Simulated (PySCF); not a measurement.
# BCl2H: the cost of one run

Program: PySCF 2.14.0. Level of theory: levels as typed in each script, gas phase, geometry from GFN2-xTB. These are calculated values, not measurements.

### Step 1. The system as given

SMILES `ClBCl`, 4 atoms, charge 0, spin multiplicity 1.

Bond lengths: Cl1–B2 1.701 Å, B2–Cl3 1.701 Å, B2–H4 1.173 Å. Angles: Cl1–B2–Cl3 120.2°, Cl1–B2–H4 119.9°, Cl3–B2–H4 119.9°.

As a file:

```mol
BCl2H
  3D, bonds by distance, orders not assigned

  4  3  0  0  0  0  0  0  0  0999 V2000
   -1.4746   -0.1566    0.0000 Cl  0  0
   -0.0001    0.6919    0.0000 B   0  0
    1.4746   -0.1566    0.0000 Cl  0  0
   -0.0002    1.8651    0.0000 H   0  0
  1  2  8  0
  2  3  8  0
  2  4  8  0
M  END
```

### Step 2. Density, bond paths and surface potential (wB97X/def2-tzvp)

File input.py:

```python
import numpy as np
from pyscf import gto, scf, dft
from pyscf.scf import atom_ks, atom_hf
from scipy.linalg import block_diag

def solve(mol, dm0=None, hcore=None):
    mf = (dft.UKS if mol.spin else dft.RKS)(mol, xc='wb97x')
    mf.grids.level = 3
    mf = mf.density_fit(auxbasis='def2-universal-jkfit')
    mf.conv_tol, mf.max_cycle = 1e-8, 80
    if hcore is not None:
        mf.get_hcore = lambda *args: hcore
    mf.kernel(dm0)
    if not mf.converged:
        mf = mf.newton().run(mf.mo_coeff, mf.mo_occ, max_cycle=30)
    assert mf.converged, 'SCF not converged'
    return mf

mol = gto.M(atom='''
Cl    -1.47455    -0.15663     0.00000
B     -0.00007     0.69194     0.00000
Cl     1.47458    -0.15660     0.00000
H     -0.00020     1.86508     0.00000
''', basis='def2-tzvp', charge=0, spin=0, verbose=4)
mf = solve(mol)
mf.analyze()
# spherically averaged free atoms, for the promolecule
atm = atom_ks.get_atm_nrks(mol, xc='wb97x')
pro = block_diag(*[(atm[a[0]][2] * atm[a[0]][3]) @ atm[a[0]][2].T for a in mol._atom])
np.savez('result.npz', e=mf.e_tot, c=mf.mo_coeff, occ=mf.mo_occ, eps=mf.mo_energy, pro=pro, dip=mf.dip_moment(verbose=0), s2=mf.spin_square()[0])
```

Started as:

```sh
$ OMP_NUM_THREADS=1 python input.py
```

Q: Estimate wall time and peak memory on 1 thread of Arm Neoverse N1, shared host.

About 11 s, with a peak of 0.44 GiB.
